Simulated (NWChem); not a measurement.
**Ionisation of C2H5O**

```
C
O 1 1.3445
H 1 1.1344 2 108.27
H 1 1.1344 3 98.70 2 -112.61
C 1 1.5295 3 111.15 4 -116.77
H 5 1.1086 1 110.36 3 174.96
H 5 1.1086 6 107.72 1 -120.55
H 5 1.1093 6 108.38 7 -117.07
```
Charge 0, spin multiplicity 2.

The numbers come from NWChem runs, not from measurements. All single points use one geometry, from UPBE/def2-SVP, a minimum by its harmonic frequencies.

Basis set: def2-SVPD. The species with one electron less has spin multiplicity 3 and keeps the geometry of the parent. Δ marks differences of total energies (open shells unrestricted). −ε marks an orbital energy of the parent. That orbital need not have the symmetry of the hole or added electron in the Δ rows.

B3LYP has NWChem's definition, with VWN1-RPA local correlation. The structure started from a generated list of species. The unpaired electrons of the parent sit in orbitals of symmetry a" (Cs labels of the run); other states weren't searched. The stability of the SCF solutions was not checked. Open-shell Hartree-Fock references start from PBE0 orbitals.

**Question.** Order these methods by the first vertical ionisation energy they give, lowest first: −ε(beta HOMO) of LDA (SVWN5), −ε(beta HOMO) of B3LYP, −ε(beta HOMO) of HF, G0W0@PBE0, ΔB3LYP.

**Answer.** −ε(beta HOMO) of LDA (SVWN5) (5.96 eV), −ε(beta HOMO) of B3LYP (7.48 eV), G0W0@PBE0 (9.68 eV), ΔB3LYP (10.31 eV), −ε(beta HOMO) of HF (11.96 eV)
